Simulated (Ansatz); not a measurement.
**How the TO phonon frequency at L of rock-salt BaO moves with the method**

No measured value is used here.

Problem. Put these levels in order of the TO phonon frequency at L that they give for rock-salt BaO, smallest first: LC-ωPBE (Ansatz, a program for electronic structure), PBE (Ansatz), PBE0 (Ansatz).

Solution. PBE (198 cm⁻¹), PBE0 (212 cm⁻¹), LC-ωPBE (220 cm⁻¹)

Unless a cell is named, each level is at its own relaxed cell (PBE 21.65, LC-ωPBE 21.10, PBE0 21.15 Å³/atom).

Each level is taken at its own relaxed cell. Ansatz's density-functional and Hartree–Fock values are scalar-relativistic unless marked +SOC, with PAW data made under PBE.
